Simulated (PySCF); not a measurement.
Diketocyclobutene, C₄H₂O₂.
Bonds: O1–C2 (double), C2–C3, C3–C4 (double), C4–C5, C5–O6 (double), C2–C5. Hydrogens: H7 on C3; H8 on C4.

Level of theory: core-valence-separated Tamm–Dancoff BHandHLYP/aug-pcX-1 (pcseg-1 on H) in PySCF, non-relativistic, gas phase, PBE0-D3(BJ)/def2-SVP geometry.

Computed oxygen K-edge spectrum, Gaussian lines of 0.4 eV full width, highest printed point 100; it ends one width below the last computed root. Absolute energies from this functional tend to lie a few eV below measured edges; no shift was applied.

| photon energy (eV) | absorption |
| --- | --- |
| 528.0 | 1 |
| 528.2 | 12 |
| 528.4 | 68 |
| 528.6 | 100 |
| 528.8 | 37 |
| 529.0 | 3 |
| 529.2 | 0 |
| 529.4 | 0 |
| 529.6 | 0 |
| 529.8 | 0 |
| 530.0 | 0 |
| 530.2 | 0 |
| 530.4 | 0 |
| 530.6 | 0 |
| 530.8 | 0 |
| 531.0 | 0 |
| 531.2 | 0 |
| 531.4 | 0 |
| 531.6 | 0 |
| 531.8 | 0 |
| 532.0 | 0 |
| 532.2 | 0 |
| 532.4 | 0 |
| 532.6 | 0 |
| 532.8 | 0 |
| 533.0 | 0 |
| 533.2 | 0 |
| 533.4 | 0 |
| 533.6 | 0 |
| 533.8 | 0 |
| 534.0 | 0 |
| 534.2 | 0 |
| 534.4 | 0 |
| 534.6 | 0 |
| 534.8 | 3 |
| 535.0 | 7 |
| 535.2 | 4 |

**Question.** Assign the maxima to core holes.

**Answer.** 2 maxima:
- 528.6 eV: O1/O6 (carbonyl oxygen), 528.55 eV, f = 0.098, sum of 2, 1s→π*, 100 % of the height at the exact maximum
- 535.0 eV: O1/O6 (carbonyl oxygen), 535.01 eV, f = 0.007, sum of 2, 99 % of the height at the exact maximum

Roots within 0.03 eV on the same or equivalent atoms count as one line; shares under 12 % aren't listed.

Vibrational structure and lifetime widths aren't in the curve. The ionisation threshold wasn't computed; near and above it a finite basis only mimics Rydberg series and continuum.
